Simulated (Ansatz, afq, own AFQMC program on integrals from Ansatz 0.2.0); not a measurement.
AFQMC on a folder of integrals that Ansatz 0.2.0 wrote.

```yaml
crystal:
  periodic: [false, false, false]
  atoms:
    - {symbol: B, position_ang: [0.000000, 0.000000, 0.000000]}
    - {symbol: H, position_ang: [0.000000, 0.000000, 1.241044]}
basis:
  gaussian: {orbitals: cc-pVQZ}
magnetization: {spin_polarized: false}
correlation: {method: ccsd_t, electrons: outside_noble_gas, hamiltonian_folder: ham}
```

```sh
$ ansatz run in.yaml --threads 1 --pin off --events-out ev --progress --plain --max-ram 16896MiB --backend cuda --devices 0, --max-vram 18GiB
```

Options of the walk:

```
--method free --trial cisd --walkers 2400 --time-step 0.03 --max-blocks 4000 --target-error 0.00024 --factor-cut 1e-05 --seed 5672 --times 0,0.3,0.6,1.2,1.8,2.4,3.6,4.8,6 --taylor-order 8
```

Times are imaginary, in 1/Eh. The walk had a cap of 117 s.

Log:

```
orbitals 84  electrons 2 2  factors 506 of 506
reference energy -25.13119032 Eh
CCSD correlation -0.10163119 Eh in 11 cycles, weight of the determinant in the CISD state 0.9134
repeat  energy at the last time / Eh  error
    10  -25.235402  0.000075
    20  -25.235547  0.000067
    30  -25.235541  0.000053
time / (1/Eh)  energy / Eh  error  mean overlap
  0.00  -25.232831  0.000013  1.0950
  0.30  -25.234353  0.000017  1.0935
  0.60  -25.234857  0.000022  1.0935
  1.20  -25.235272  0.000031  1.0898
  1.80  -25.235455  0.000024  1.0826
  2.40  -25.235483  0.000026  1.0830
  3.60  -25.235453  0.000042  1.0777
  4.80  -25.235504  0.000049  1.0720
  6.00  -25.235542  0.000051  1.0590
energy -25.235542 +/- 0.000051 Eh
```

The run passed its tests (error under three times the target), which doesn't prove that it has relaxed.

Against this walk (error 1.4 meV) on the same determinant: CCSD(T) 13.6 meV higher, CCSDT(Q) 0.3 meV higher (within the noise), full CI 0.2 meV lower (within the noise). The error is statistical, and a free projection of finite length keeps a remainder of its start.

Cautions: remainder of the start not in the error; higher spins were not checked; restricted determinant unstable towards unrestricted (UHF 176 meV lower, ⟨S²⟩ 0.48).

The walk took 51 s on 1 × NVIDIA H100 80GB HBM3 with 2 threads of AMD EPYC 7R13 Processor (Zen 3), with other jobs on the host (the card was shared). The log's last line is the free-projection energy.

CCSDT and higher add their correlation energy to the determinant of the CCSD(T) run, since their own runs factorise the integrals more tightly (a shift of under 2 meV). A walk keeps the symmetry of its determinant, which the program's search chose and which needn't be the lowest solution, so a lower state of the same spin and another symmetry isn't excluded.
